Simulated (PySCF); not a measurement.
# Simulated absorption spectrum

C₃HOP.
Geometry (GFN2-xTB, Å), atoms numbered from 1 in this order:
```
atom  x, y, z in Å
C1    -1.5900   -0.4416    0.2880
C2    -0.6181    0.2667    0.3097
P3     0.7109    1.4248    0.4238
C4     1.6358    0.3051   -0.3621
O5     2.2913   -0.4767   -0.9136
H6    -2.4269   -1.0762    0.2589
```

Computed with TDDFT wB97X-D/def2-SVPD, vertical, gas phase, core orbitals frozen in the response in PySCF 2.14.0, density-fitted response routines.

Computed states:

```json
{"state": "S1", "E (eV)": "2.99", "f": "0.0003"}
{"state": "S2", "E (eV)": "5.04", "f": "0.0009"}
{"state": "S3", "E (eV)": "5.13", "f": "0.088"}
{"state": "S4", "E (eV)": "5.51", "f": "0.026"}
{"state": "S5", "E (eV)": "6.14", "f": "0.0001"}
{"state": "S6", "E (eV)": "6.25", "f": "0.0003"}
{"state": "S7", "E (eV)": "6.33", "f": "0.0099"}
{"state": "S8", "E (eV)": "6.61", "f": "0.022"}
```

Each state is given a Gaussian of 0.5 eV full width at half maximum, with ε(max) = 2.175×10⁸ f / Δν̃ (Δν̃ the width in cm⁻¹). The width is an assumption, not a result. The curve ends short of the highest state used, and states not computed would add to its high-energy end.

(1) What does the envelope look like, and where are its maxima?

(2) Does any computed singlet lie in the visible range?

(3) Coming from long wavelengths, where does ε first pass 100 L mol⁻¹ cm⁻¹?

(4) On this curve, what absorbance would a 10⁻⁴ mol/L sample give at 222 nm over a 1 cm path?

Answers

(1) 
```tsv
E (eV)	ε (L mol⁻¹ cm⁻¹)
2.24	0
2.37	0
2.50	1
2.63	4
2.76	9
2.89	15
3.02	17
3.15	13
3.28	7
3.41	2
3.54	1
3.67	0
3.80	0
3.93	0
4.06	0
4.19	0
4.32	3
4.45	29
4.58	172
4.71	690
4.84	1911
4.97	3671
5.10	4946
5.23	4841
5.36	3722
5.49	2513
5.62	1555
5.75	822
5.88	385
6.01	299
```

Maxima: 415 nm (2.99 eV), ε about 17, made up of S1 (100%); 240 nm (5.16 eV), ε about 5100, made up of S3 (92%) (ε in L mol⁻¹ cm⁻¹; maxima over ε = 5, shares over 10%). At its high-energy end, 6.01 eV, the curve is still rising (ε about 300, from S4 and S7).

(2) S1 lies in the visible range (380 to 750 nm), at 415 nm, dark in the vertical dipole picture (f under 0.0005); light of that wavelength is violet, and its complementary colour is yellow-green; a Tamm–Dancoff triplet lies at 456 nm, without intensity as long as spin–orbit coupling is left out.

(3) At about 273 nm (4.54 eV), 1.55 eV above S1.

(4) 222 nm is 5.585 eV, where ε is about 1800 L mol⁻¹ cm⁻¹, so A = ε c l ≈ 0.18 (Beer–Lambert, with the gas-phase spectrum and the assumed width).
